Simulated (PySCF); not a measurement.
## Adding and removing an electron: Na2

RHF-CCSD(T); Na def2-SVPD; no relativity (PySCF 2.14). Neutral (RHF): singlet (closed shell), Re = 3.211 Å, ωe = 151 cm⁻¹, De = 0.70 eV.

Na₂⁻ (ROHF): doublet (σ ↑), Re = 3.642 Å, ωe = 103 cm⁻¹, De = 0.71 eV to Na + Na⁻. The energies at the minima are -323.61365 hartree for Na2 and -323.62860 for Na₂⁻.

(1) Work out the adiabatic electron affinity, without and with harmonic zero-point energies (1 hartree = 27.2114 eV, 1 eV = 8065.5 cm⁻¹), and the change of the bond length.

Correlated steps freeze 2 core orbitals. Correlated levels converge slowly with the basis: in double zeta they bind strong bonds too weakly, by up to about 1 eV, and carry superposition errors of some tenths. Where the molecule has an RHF reference, its open-shell atoms are computed with UHF. States were picked by a PBE0 search and need not be the measured ground states.

Answers

(1) At CCSD(T): 0.01495 hartree = 0.407 eV between the minima; the zero-point term (151.0 − 103.0)/2 cm⁻¹ = +0.003 eV makes it 0.410 eV. Re changes by +43.1 pm against the neutral. The electron enters a σ orbital; the charge polarises the partner, so the anion is bound more strongly.
